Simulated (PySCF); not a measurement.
**Checking a proposed structure**

A compound C$_{4}$H$_{4}$O gives the data below (simulated from a calculation) and was assigned the structure `C#CC(C)=O`.

$^{13}$C{$^{1}$H} NMR (computed): δ 199.2 (CH), 80.3 (CH), 78.7 (C), 36.3 (CH2).

$^{1}$H NMR (500 MHz, computed): δ 9.57 (t, J = 2.8 Hz, 1H), 2.98 (dd, J = 4.3, 2.8 Hz, 2H), 2.21 (t, J = 4.3 Hz, 1H).

How the numbers were obtained: PBE0-D3(BJ)/def2-SVP geometry, shieldings: GIAO PBE0/pcSseg-1, couplings computed with B3LYP/pcJ-1, in PySCF 2.14.0 with density-fitted response routines (relativity neglected, isolated molecule, single conformer, rapidly exchanging positions averaged).

Referencing at the same level of theory: $^{1}$H (σref 31.27) and $^{13}$C (σref 184.41) against TMS.

(1) Compare with the shifts computed for the proposed structure, pairing carbons in order of shift.

(2) Which isomer fits?

Results:

(1) Atom-mapped SMILES (the numbers label the heavy atoms): `[CH:1]#[C:2][C:3]([CH3:4])=[O:5]` (H(Xn): hydrogen on atom n).

| atom | computed for proposal | given list | difference |
| --- | --- | --- | --- |
| C3 | 185.6 | 199.2 | -13.6 |
| C1 | 83.4 | 80.3 | +3.1 |
| C2 | 83.1 | 78.7 | +4.4 |
| C4 | 35.2 | 36.3 | -1.1 |

The rms difference is 7.4 ppm and the largest -13.6 ppm at C3 (carbonyl carbon of an ynone). The carbon types in order of shift don't match either: C, CH, C, CH3 for the proposal against CH, CH, C, CH2 in the data. The proposal doesn't fit.

(2) `C#CCC=O`.

Carbon types of the structure: 1 × C, 2 × CH, 1 × CH2, which accounts for all hydrogens. δC 199.2: aldehyde carbonyl carbon; the double bond to the heteroatom, with no lone-pair donor beside it, deshields it most. δC 80.3: terminal alkyne carbon; the triple bond shields along its axis, which puts it between sp3 and sp2 carbons. δC 78.7: alkyne carbon; the triple bond shields along its axis, which puts it between sp3 and sp2 carbons. δH 9.57: hydrogen on an aldehyde carbonyl carbon; the formyl region, downfield of aromatic protons.

Other isomers checked: CC#CC=O (rms 21.2 ppm).

The data come from this structure; uniqueness wasn't tested.

Splittings below 1 Hz are ignored in the labels, and close J values are merged. Unscaled 3J(H,H) at this level run about 10 % above measured values. Shifts are as computed. Against solution values, carbons near 30 ppm lie about +2 ppm off and those near 130 ppm about +5 ppm. Of 1211 compounds with measured shifts, 218 miss one by over three times the rms of a fit or turn the order of signals round; such compounds aren't used in these exercises. Couplings across =CH–CH2 type bonds come from one rotamer and its mirror image, and can be 1–2 Hz further off.
